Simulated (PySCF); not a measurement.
Does the structure fit the spectrum?

A compound C₄H₉F gives the data below (simulated from a calculation) and was assigned the structure `CC(C)CF`.

$^{13}$C{$^{1}$H} NMR (computed): δ 96.9 (C), 30.4 (CH3, 3C).

$^{1}$H NMR (400 MHz, computed): δ 1.30 (m, 9H).

- NMR shieldings at B97-2/pcSseg-2/GIAO
- geometry from PBE0-D3(BJ)/def2-TZVP
- code: PySCF 2.14
- single conformer, fast rotation and ring inversion assumed for equivalent nuclei, non-relativistic, gas phase

Scale: $^{1}$H and $^{13}$C against TMS (reference shieldings calculated alike).

Problem. Compare with the shifts computed for the proposed structure, pairing carbons in order of shift.

Solution. Mapped SMILES: `[CH3:1][CH:2]([CH3:3])[CH2:4][F:5]`; H(Xn) means a hydrogen on atom n.

| atom | computed for proposal | given list | difference |
| --- | --- | --- | --- |
| C4 | 94.5 | 96.9 | -2.4 |
| C2 | 34.3 | 30.4 | +3.9 |
| C1 | 20.3 | 30.4 | -10.1 |
| C3 | 20.3 | 30.4 | -10.1 |

The rms difference is 7.5 ppm and the largest -10.1 ppm at C1 (methyl carbon). The proposal also would give 3 carbon signals, not 2. The carbon types in order of shift don't match either: CH2, CH, CH3, CH3 for the proposal against C, CH3, CH3, CH3 in the data. The proposal doesn't fit.

Problem. Which isomer fits?

Solution. `FC(C)(C)C`.

Carbon types of the structure: 1 × C, 3 × CH3, which accounts for all hydrogens. δC 96.9: fully substituted sp3 carbon bonded to F; the inductive effect lowers its shielding. δC 30.4: methyl carbon; aliphatic region, no heteroatom directly attached. δH 1.30: hydrogen on a methyl carbon.

This is the structure that produced the data.

Splittings by $^{19}$F in the carbon and heteronuclear signals aren't shown, as no couplings were computed. Shifts are as computed. Against solution values, carbons near 30 ppm lie about +3 ppm off and those near 130 ppm about +7 ppm. Of 1211 compounds with measured shifts, 218 miss one by over three times the rms of a fit or turn the order of signals round; such compounds aren't used in these exercises.
